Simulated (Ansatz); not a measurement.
We consider corundum Cr2O3, described by r²SCAN+rVV10 (plane waves, PAW; Ansatz, a quantum-chemistry and plane-wave program).

Run with plane-wave cutoff 560 eV, 8×8×8 k mesh, Fermi–Dirac smearing 0.01 eV, spin-polarised with opposed moments, scalar-relativistic PAW data made under PBE.

Results at a series of volumes:

| V (Å³/atom) | E − E_lowest (meV/atom) | P (GPa) |
|---|---|---|
| 9.171 | 12.27 | 10.65 |
| 9.362 | 2.96 | 5.05 |
| 9.553 | 0.00 | 0.00 |
| 9.744 | 2.76 | -4.54 |
| 9.935 | 10.66 | -8.63 |

Estimate the bulk modulus and its pressure derivative from these points.

V0 = 9.553 Å³/atom, B0 = 239 GPa, B′ = 4.3 (fit to the energies at full precision).

Shape and atoms are relaxed at each volume.

Measured, for comparison: bulk modulus 234 GPa (temperature not stated, not corrected to a static lattice, our sources range from 206 to 245; as tabulated in Toher et al. (2017), arXiv:1611.05714); equilibrium volume per atom 9.64 Å³/atom (temperature not stated, not corrected to a static lattice; as tabulated in Sawada, Mater. Res. Bull. 29, 239 (1994) (COD 9015000)). Computed (rounded) less measured: bulk modulus not scored (sources differ), equilibrium volume per atom -0.9 %. A static lattice is as a rule a little smaller and stiffer than an uncorrected measurement, which narrows the difference in the equilibrium volume per atom and would widen misses of the other sign.

Note: without U or exact exchange, gaps and moments of open d shells tend to come out too small; the bulk modulus comes from volumes at which shape and atoms were relaxed.

Computed values are for the static lattice.
